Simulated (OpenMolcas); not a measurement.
# A workflow on H3S+ (sulfonium)

We compute a single-point energy (UHF/STO-3G), then a single-point energy (CASSCF(2,2)/STO-3G), then the energy (CASPT2(2,2)/STO-3G), then a single-point energy (SC-NEVPT2(2,2)/STO-3G), then a single-point energy (MRCI(2,2)/STO-3G) of H3S+ (sulfonium). 

Program for the calculation: OpenMolcas 26.06.

**1. The molecule**

H3S+: 4 atoms, total charge +1, spin state singlet. As SMILES, `[SH3+]`. The S1–H3 distance was set to 3.389 Å, away from the relaxed value. At this shape a bond of the SMILES string is far longer than usual.

Bond lengths: S1–H2 1.356 Å, S1–H4 1.355 Å. Angles: H2–S1–H4 93.7°.

**2. A single-point energy at UHF/STO-3G (run 1)**

Contents of step1.inp:

```
>>> EXPORT MOLCAS_PRINT=2

&GATEWAY
  BasLib
  $CurrDir
  Coord
  4
  angstrom
  S        1.495303       1.304653      -1.302440
  H        2.041703       1.686483      -0.122140
  H       -0.494150      -1.037930       0.125030
  H        0.538183       2.263483      -1.269930
  Basis
  STO-3G
  Group
  NoSym

&SEWARD

&SCF
  UHF
  Charge
  1
  Scramble
  0.25
  PrOrbitals
  1 1
```

The basis set STO-3G is read from a file made from the Basis Set Exchange's data (not shown).

Run with:

```sh
$ export MOLCAS_MEM=1860
$ pymolcas step1.inp > step1.log
```

What it wrote:

```text
--- Start Module: gateway ---
[...]
--- Stop Module: gateway /rc=_RC_ALL_IS_WELL_ ---
--- Start Module: seward ---
[...]
      Basis functions           12
--- Stop Module: seward /rc=_RC_ALL_IS_WELL_ ---
--- Start Module: scf ---
[...]
       Convergence after  16 Iterations
[...]
::    Total SCF energy                               -394.5294296649
[...]
      Total spin, S                                     0.6202740673
[...]
      Total electronic charge=   18.000000
      Total            charge=    1.000000
[...]
      Dipole Moment (debye):
      Origin of the operator (angstrom)=    1.4262    1.2758   -1.2264
                   X= -2.2300E-01               Y=  1.8811E+00               Z=  1.2391E+00           Total=  2.2636E+00
      Center of Charge (angstrom)
[...]
--- Stop Module: scf /rc=_RC_ALL_IS_WELL_ ---
[...]
```

It took 1.8 s on 1 thread of Arm Neoverse V1, shared host; peak memory 0.37 GiB.

**3. The energy at CASSCF(2,2)/STO-3G (run 2)**

Contents of step2.input:

```
&GATEWAY
 BasLib=$CurrDir
 Coord
 4
 angstrom
 S        1.495303       1.304653      -1.302440
 H        2.041703       1.686483      -0.122140
 H       -0.494150      -1.037930       0.125030
 H        0.538183       2.263483      -1.269930
 Basis=STO-3G
 Group=NoSym

&SEWARD

&RASSCF
 FileOrb=$CurrDir/step1.UnaOrb
 Spin=1
 Nactel=2 0 0
 Inactive=8
 Ras2=2
 OrbListing=Nothing
```

The basis set STO-3G is read from a file made from the Basis Set Exchange's data (not shown).

Run with:

```sh
$ export MOLCAS_MEM=1860
$ pymolcas step2.input > step2.log
```

What it wrote:

```text
--- Start Module: gateway ---
[...]
--- Stop Module: gateway /rc=_RC_ALL_IS_WELL_ ---
--- Start Module: seward ---
[...]
      Basis functions           12
--- Stop Module: seward /rc=_RC_ALL_IS_WELL_ ---
--- Start Module: rasscf ---
[...]
      Number of active orbitals                  2
[...]
      Spin quantum number                      0.0
[...]
      Active orbitals                            2
[...]
      Number of CSFs                             3
[...]
      Number of root(s) required                 1
[...]
      Convergence after  6 iterations
[...]
      printout of CI-coefficients larger than  0.05 for root  1
      energy=    -394.528234
      conf/sym  11     Coeff  Weight
             1  20  -0.74512 0.55520
             3  02   0.66693 0.44480
      Natural orbitals and occupation numbers for root  1
      sym 1:   1.110402   0.889598
      ************************************************************************************************************************
      *                                                    Final results                                                     *
[...]
::    RASSCF root number  1 Total energy:   -394.52823421
[...]
      Total electronic charge=   18.000000
      Total            charge=    1.000000
[...]
      Dipole Moment (debye):
      Origin of the operator (angstrom)=    1.4262    1.2758   -1.2264
                   X= -2.3918E-01               Y=  1.8579E+00               Z=  1.2486E+00           Total=  2.2512E+00
      Center of Charge (angstrom)
[...]
--- Stop Module: rasscf /rc=_RC_ALL_IS_WELL_ ---
[...]
```

Run time: 1.6 s. Hardware: 1 thread of Arm Neoverse V1, shared host; peak memory 0.37 GiB.

**4. A single-point energy at CASPT2(2,2)/STO-3G (run 3)**

Contents of step3.inp:

```
&gateway
 baslib
 $CurrDir
 coord
 4
 angstrom
 S        1.495303       1.304653      -1.302440
 H        2.041703       1.686483      -0.122140
 H       -0.494150      -1.037930       0.125030
 H        0.538183       2.263483      -1.269930
 basis
 STO-3G
 group
 NoSym

&seward

&rasscf
 fileorb
 $CurrDir/step2.RasOrb
 spin
 1
 nactel
 2 0 0
 inactive
 8
 ras2
 2
 orblisting
 Nothing

&caspt2
 imaginary
 0.1
 frozen
 5
```

The basis set STO-3G is read from a file made from the Basis Set Exchange's data (not shown).

Run with:

```sh
$ export MOLCAS_MEM=1860
$ pymolcas step3.inp > step3.log
```

What it wrote:

```text
--- Start Module: gateway ---
[...]
--- Stop Module: gateway /rc=_RC_ALL_IS_WELL_ ---
[...]
      Basis functions           12
[...]
--- Start Module: rasscf ---
[...]
      Number of active orbitals                  2
[...]
      Spin quantum number                      0.0
[...]
      Active orbitals                            2
[...]
      Number of CSFs                             3
[...]
      Number of root(s) required                 1
[...]
      Convergence after  4 iterations
[...]
      printout of CI-coefficients larger than  0.05 for root  1
      energy=    -394.528234
      conf/sym  11     Coeff  Weight
             1  20  -0.74512 0.55520
             3  02   0.66693 0.44480
      Natural orbitals and occupation numbers for root  1
      sym 1:   1.110402   0.889598
      ************************************************************************************************************************
      *                                                    Final results                                                     *
[...]
::    RASSCF root number  1 Total energy:   -394.52823421
[...]
      Total electronic charge=   18.000000
      Total            charge=    1.000000
[...]
      Dipole Moment (debye):
      Origin of the operator (angstrom)=    1.4262    1.2758   -1.2264
                   X= -2.3920E-01               Y=  1.8579E+00               Z=  1.2487E+00           Total=  2.2512E+00
      Center of Charge (angstrom)
[...]
--- Stop Module: rasscf /rc=_RC_ALL_IS_WELL_ ---
--- Start Module: caspt2 ---
[...]
      E2 (Variational):          -0.0289286656
      Total energy:            -394.5571628749
[...]
      Reference weight:           0.98539
[...]
::    CASPT2 Root  1     Total energy:   -394.55716287
[...]
--- Stop Module: caspt2 /rc=_RC_ALL_IS_WELL_ ---
[...]
```

Wall time 1.6 s (1 thread of Arm Neoverse V1, shared host); peak memory 0.37 GiB.

**5. A single-point energy at SC-NEVPT2(2,2)/STO-3G (run 4)**

Contents of step4.inp:

```
* H3S NEVPT2
&GATEWAY
BASLIB = $CurrDir
COORD
4
angstrom
S        1.495303       1.304653      -1.302440
H        2.041703       1.686483      -0.122140
H       -0.494150      -1.037930       0.125030
H        0.538183       2.263483      -1.269930
BASIS = STO-3G
GROUP = NoSym
&SEWARD
&RASSCF
FILEORB = $CurrDir/step2.RasOrb
SPIN = 1
NACTEL = 2 0 0
INACTIVE = 8
RAS2 = 2
ORBLISTING = Nothing
&CASPT2
SC-NEVPT2
FROZEN = 5
```

The basis set STO-3G is read from a file made from the Basis Set Exchange's data (not shown).

Run with:

```sh
$ export MOLCAS_MEM=1860
$ pymolcas step4.inp > step4.log
```

What it wrote:

```text
--- Start Module: gateway ---
[...]
--- Stop Module: gateway /rc=_RC_ALL_IS_WELL_ ---
[...]
      Basis functions           12
[...]
--- Start Module: rasscf ---
[...]
      Number of active orbitals                  2
[...]
      Spin quantum number                      0.0
[...]
      Active orbitals                            2
[...]
      Number of CSFs                             3
[...]
      Number of root(s) required                 1
[...]
      Convergence after  4 iterations
[...]
      printout of CI-coefficients larger than  0.05 for root  1
      energy=    -394.528234
      conf/sym  11     Coeff  Weight
             1  20  -0.74512 0.55520
             3  02   0.66693 0.44480
      Natural orbitals and occupation numbers for root  1
      sym 1:   1.110402   0.889598
      ************************************************************************************************************************
      *                                                    Final results                                                     *
[...]
::    RASSCF root number  1 Total energy:   -394.52823421
[...]
      Total electronic charge=   18.000000
      Total            charge=    1.000000
[...]
      Dipole Moment (debye):
      Origin of the operator (angstrom)=    1.4262    1.2758   -1.2264
                   X= -2.3920E-01               Y=  1.8579E+00               Z=  1.2487E+00           Total=  2.2512E+00
      Center of Charge (angstrom)
[...]
--- Stop Module: rasscf /rc=_RC_ALL_IS_WELL_ ---
--- Start Module: caspt2 ---
[...]
      E2 (Variational):          -0.0291573410
[...]
      E2 (Variational):          -0.0291518726
      Total energy:            -394.5573860820
[...]
      Reference weight:           0.98501
[...]
::    SC-NEVPT2 Root  1     Total energy:   -394.55738608
[...]
--- Stop Module: caspt2 /rc=_RC_ALL_IS_WELL_ ---
[...]
```

It took 1.7 s on 1 thread of Arm Neoverse V1, shared host; peak memory 0.37 GiB.

**6. The energy at MRCI(2,2)/STO-3G (run 5)**

Contents of step5.inp:

```
>>> EXPORT MOLCAS_PRINT=2

&GATEWAY
 BASLIB=$CurrDir
 COORD
 4
 angstrom
 S        1.495303       1.304653      -1.302440
 H        2.041703       1.686483      -0.122140
 H       -0.494150      -1.037930       0.125030
 H        0.538183       2.263483      -1.269930
 BASIS=STO-3G
 GROUP=NoSym

&SEWARD

&RASSCF
 FILEORB=$CurrDir/step2.RasOrb
 SPIN=1
 NACTEL=2 0 0
 INACTIVE=8
 RAS2=2
 ORBLISTING=Nothing

&MOTRA
 LUMORB
 FROZEN=5

&GUGA
 ELECTRONS=8
 SPIN=1
 INACTIVE=3
 ACTIVE=2
 CIALL=1

&MRCI
 SDCI
```

The basis set STO-3G is read from a file made from the Basis Set Exchange's data (not shown).

Run with:

```sh
$ export MOLCAS_MEM=1860
$ pymolcas step5.inp > step5.log
```

What it wrote:

```text
--- Start Module: gateway ---
[...]
--- Stop Module: gateway /rc=_RC_ALL_IS_WELL_ ---
[...]
      Basis functions           12
[...]
      Number of active orbitals                  2
[...]
      Spin quantum number                      0.0
[...]
      Active orbitals                            2
[...]
      Number of CSFs                             3
[...]
      Number of root(s) required                 1
[...]
      Convergence after  4 iterations
[...]
      printout of CI-coefficients larger than  0.05 for root  1
      energy=    -394.528234
      conf/sym  11     Coeff  Weight
             1  20  -0.74512 0.55520
             3  02   0.66693 0.44480
      Natural orbitals and occupation numbers for root  1
      sym 1:   1.110402   0.889598
      ************************************************************************************************************************
      *                                                    Final results                                                     *
[...]
::    RASSCF root number  1 Total energy:   -394.52823421
[...]
      Dipole Moment (debye):
      Origin of the operator (angstrom)=    1.4262    1.2758   -1.2264
                   X= -2.3920E-01               Y=  1.8579E+00               Z=  1.2487E+00           Total=  2.2512E+00
      Center of Charge (angstrom)
[...]
--- Start Module: guga ---
[...]
--- Stop Module: guga /rc=_RC_ALL_IS_WELL_ ---
[...]
       (But an ACPF correction will be computed)
       USE THE DEFAULT ACPF G-VALUE GFAC=  0.25000000000000000
[...]
                      CI ENERGY:  -394.57171179
[...]
                ACPF CORRECTION:    -0.00115533
[...]
      Total electronic charge=   18.000000
      Total            charge=    1.000000
[...]
     ACPF CORRECTION:     -0.00115533
[...]
  CI State   1     Total energy:   -394.57171179     QDav:     -0.00155420     QACPF:     -0.00115533
[...]
```

Wall time 1.7 s (1 thread of Arm Neoverse V1, shared host); peak memory 0.37 GiB.

**7. Outcome**

| quantity | value |
| --- | --- |
| run 1, UHF/STO-3G: total energy | -394.52943 Eh |
| run 1, UHF/STO-3G: HOMO energy | -16.83 eV |
| run 1, UHF/STO-3G: LUMO energy | -5.96 eV |
| run 1, UHF/STO-3G: HOMO–LUMO gap | 10.86 eV |
| run 1, UHF/STO-3G: ⟨S²⟩ | 1.005 |
| run 2, CASSCF(2,2)/STO-3G: total energy | -394.52823 Eh |
| run 3, CASPT2(2,2)/STO-3G: total energy | -394.55716 Eh |
| run 4, SC-NEVPT2(2,2)/STO-3G: total energy | -394.55739 Eh |
| run 5, MRCI(2,2)/STO-3G: total energy | -394.57171 Eh |

In words: ⟨S²⟩ (run 1, UHF/STO-3G) is 1.01 where a pure singlet has 0.00: the reference is spin-contaminated. Mulliken charges (run 1, UHF/STO-3G) run from +0.00 on H3 to +0.69 on S1; they depend strongly on the basis. Mulliken charges (run 2, CASSCF(2,2)/STO-3G) run from +0.00 on H3 to +0.69 on S1; they depend strongly on the basis. Mulliken charges (run 3, CASPT2(2,2)/STO-3G) of the CASSCF density run from +0.00 on H3 to +0.69 on S1; they depend strongly on the basis. Mulliken charges (run 4, SC-NEVPT2(2,2)/STO-3G) of the CASSCF density run from +0.00 on H3 to +0.69 on S1; they depend strongly on the basis.
